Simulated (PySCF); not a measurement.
Gas-phase reaction: (CH₃)₃SiH + 3 C₂H₂ (acetylene) = H₂CSiH₂ + 2 C₄H₆ (butadiene)

Method: PySCF energies plus ideal-gas RRHO corrections (1 bar). † marks an energy on the PBE0/def2-TZVP geometry and frequencies; other levels use their own. MP2 freezes the core. All species are closed-shell singlets. H₂CSiH₂: computed as isolated molecules; such fragments, hydroxides, amides, oligomers or adducts are transient or little studied in the gas. MP2 isn't extrapolated to the basis-set limit; its ΔH°(298 K) is -130.2 kJ in def2-SVP and -98.4 kJ in def2-TZVPP. The harmonic model lacks anharmonicity and excited electronic states, which grow with temperature; levels with a mode under 35 cm⁻¹ are left out. Internal rotation in (CH₃)₃SiH, C₄H₆ (butadiene) is treated as a harmonic vibration of one conformer, which makes the entropy rough.

ΔH° and ΔS° at 298 K: BLYP/def2-TZVP† -150 kJ, -134 J/K; HF/def2-TZVP† -105 kJ, -134 J/K; MP2/def2-TZVPP† -98 kJ, -134 J/K; PBE/def2-SVP -228 kJ, -134 J/K; PBE/def2-TZVP† -185 kJ, -134 J/K; PBE0/def2-SVP† -216 kJ, -134 J/K.

With the heat capacities included, give log10 K (1 bar) at 500, 600, 1600, 2000, 2500 K from BLYP/def2-TZVP†, HF/def2-TZVP†, MP2/def2-TZVPP†, PBE/def2-SVP, PBE/def2-TZVP†, PBE0/def2-SVP†.


```
T (K)  BLYP/def2-TZVP†  HF/def2-TZVP†  MP2/def2-TZVPP†  PBE/def2-SVP  PBE/def2-TZVP†  PBE0/def2-SVP†
-----  ---------------  -------------  ---------------  ------------  --------------  --------------
500                8.4            3.8              3.1          16.7            12.1            15.4
600                5.7            1.8              1.2          12.5             8.7            11.5
1600              -3.2           -4.6             -4.8          -0.5            -2.0            -1.0
2000              -4.2           -5.4             -5.6          -2.0            -3.3            -2.5
2500              -5.1           -6.0             -6.1          -3.3            -4.3            -3.7
```
